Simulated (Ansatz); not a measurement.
# Worked example: correlation energy of C4H8, singlet

Geometry: MP2(full)/6-31G*, from the G2/97 set.

```json
{"atom": "C", "x (Å)": "0.0000", "y (Å)": "0.0000", "z (Å)": "1.4353"}
{"atom": "C", "x (Å)": "0.0000", "y (Å)": "0.0000", "z (Å)": "0.0961"}
{"atom": "H", "x (Å)": "0.0000", "y (Å)": "0.9243", "z (Å)": "2.0049"}
{"atom": "H", "x (Å)": "0.0000", "y (Å)": "-0.9243", "z (Å)": "2.0049"}
{"atom": "C", "x (Å)": "0.0000", "y (Å)": "1.2727", "z (Å)": "-0.7023"}
{"atom": "H", "x (Å)": "0.0000", "y (Å)": "2.1530", "z (Å)": "-0.0551"}
{"atom": "H", "x (Å)": "0.8802", "y (Å)": "1.3235", "z (Å)": "-1.3531"}
{"atom": "H", "x (Å)": "-0.8802", "y (Å)": "1.3235", "z (Å)": "-1.3531"}
{"atom": "C", "x (Å)": "0.0000", "y (Å)": "-1.2727", "z (Å)": "-0.7023"}
{"atom": "H", "x (Å)": "0.0000", "y (Å)": "-2.1530", "z (Å)": "-0.0551"}
{"atom": "H", "x (Å)": "-0.8802", "y (Å)": "-1.3235", "z (Å)": "-1.3531"}
{"atom": "H", "x (Å)": "0.8802", "y (Å)": "-1.3235", "z (Å)": "-1.3531"}
```

Basis STO-3G; Ansatz 0.2.0. Only valence electrons are correlated (noble-gas cores frozen), which leaves 24 electrons in 24 orbitals. Prefix R: restricted or restricted open-shell reference.

Full CI isn't at hand for all of this; RCCSDTQ serves as the reference, and is uncertain by about the last step of the cluster series.

Runs differ by some tens of microhartree through their thresholds, so steps under 0.03 kcal/mol mean nothing.

```tsv
level	total energy (hartree)
RHF	-154.243547
RMP2	-154.467956
RCCSD	-154.536283
RCCSD(T)	-154.538235
RCCSDT	-154.538594
RCCSDT(Q)	-154.539165
RCCSDTQ	-154.539211
```

What is the correlation energy at RCCSDTQ, and what share of it do RMP2 and RCCSDT recover?

E(corr) = -154.539211 − (-154.243547) = -0.295664 hartree = -8.045 eV. RMP2: -0.224409 / -0.295664 = 75.90 %. RCCSDT: -0.295047 / -0.295664 = 99.79 %.

By how many kcal/mol does RCCSD(T) miss RCCSDTQ (1 hartree = 627.509 kcal/mol), and which steps make up the rest?

-154.538235 − (-154.539211) = 0.000976 hartree = 0.61 kcal/mol. Steps: RCCSDT − RCCSD(T) = -0.23, RCCSDT(Q) − RCCSDT = -0.36, RCCSDTQ − RCCSDT(Q) = -0.03 kcal/mol. That is within 1 kcal/mol of the reference in this basis, which itself misses far more of the correlation at the basis-set limit.
